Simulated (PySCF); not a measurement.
Excitations are Tamm–Dancoff values on a coarser integration grid. The basis has no diffuse functions, so Rydberg states are missing or too high.

Species: CH$_{4}$S, SMILES `CS` (charge 0, multiplicity 1).

### Question
Estimate the T1 excitation (TDA), S1 excitation (TDA) and LUMO that PBE-D3(BJ)/def2-TZVP // B3LYP-D3(BJ)/def2-TZVP (PySCF) returns for this input.

### Answer

```yaml
T1 excitation (TDA): 4.78 eV
S1 excitation (TDA): 5.25 eV
LUMO: -0.42 eV
```
